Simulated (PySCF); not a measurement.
# Cost against result

Saddle point of CH₈BN, singlet (BNH₄ ([BH2][NH2]) + CH₄ → CH₅B ([BH2][CH3]) + NH₃ (still joined by a long B–N bond); bonds formed: B1–C6, N2–H5; bonds broken: H5–C6; bonds weakened to dative contacts: B1–N2), PBE0-D4/def2-TZVP structure:

```xyz
11
angstrom
B -0.2875 0.1582 -0.7085
N 1.2695 0.3509 -0.5905
H -0.5993 -0.7719 -1.4004
H -0.8833 1.1912 -0.8470
H 0.5023 -0.0501 0.4394
C -0.6996 -0.3802 0.9871
H 1.6265 1.2908 -0.6343
H 1.8575 -0.3019 -1.0813
H -1.7472 -0.4464 0.6924
H -0.6418 0.3329 1.8141
H -0.3970 -1.3737 1.3292
```

Barriers are electronic and count from the start structure reached by relaxing down the imaginary mode.

Computed with PySCF 2.14 with density fitting (its default auxiliary sets; JK sets also for MP2 and CCSD(T)) (basis: as named in each row); correlated methods freeze the cores. B3LYP uses VWN-RPA correlation. Extrapolation: Hartree–Fock as exp(−7.88 √X), correlation as X^−2.97.

Times are rough, for one single point on 4 threads of a shared host (INTEL XEON PLATINUM 8581C).

The estimate by CCSD(T) at an estimated basis limit (MP2 extrapolated from triple and quadruple zeta, plus CCSD(T) − MP2 in triple zeta) is 53.41 kcal/mol.

```
   method       basis  time (s)  barrier (kcal/mol)  method less estimate
       HF      STO-3G   under 1               81.79                 28.38
 B3LYP-D4       6-31G         2               58.63                  5.22
      MP2  def2-QZVPP         3               51.32                 -2.09
  PBE0-D4    def2-SVP         3               46.17                 -7.23
   PBE-D4    def2-SVP         3               43.00                -10.41
    SPW92  def2-TZVPP         5               34.81                -18.60
 BHLYP-D4  def2-TZVPP         7               58.97                  5.57
  PBE0-D4  def2-TZVPP         8               47.93                 -5.47
 B3LYP-D4  def2-TZVPP         8               55.06                  1.66
   PBE-D4  def2-TZVPP         8               45.26                 -8.15
r2SCAN-D4  def2-TZVPP        15               48.88                 -4.53
  CCSD(T)    def2-SVP        17               56.79                  3.38
  CCSD(T)  def2-TZVPP       160               54.35                  0.94
  wB97M-V  def2-TZVPP       180               52.66                 -0.74
```

All methods are single points on the PBE0-D4 structures.

No T1 diagnostic of these runs exceeds 0.012.

Labels in which every atom is bracketed show which atoms are joined, not bond orders.
